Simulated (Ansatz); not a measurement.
Diamond-structure Si was calculated with PBE (Ansatz, a quantum-chemistry and plane-wave program, plane waves, PAW).

A relaxed, unreconstructed slab of the (100) face has 12 atoms, two equal faces of 14.960 Å² each and an energy of -7625.6973 eV. A bulk cell of 4 atoms with the same orientation and in-plane k mesh has -2543.2386 eV. Energies are extrapolated to zero smearing.

Run with plane-wave cutoff 500 eV, 8×8×1 k mesh (along the axes of the cell as run), gaussian smearing 0.02 eV, scalar-relativistic PAW data made under PBE.

Worked out: γ = (E_slab − N E_bulk per atom)/2A = [-7625.6973 − 12 × (-2543.2386/4)]/(2 × 14.960) = 0.1343 eV/Å². With 16.022 J/m² per eV/Å² this is 2.15 J/m², or 2.01 eV per surface cell and face.
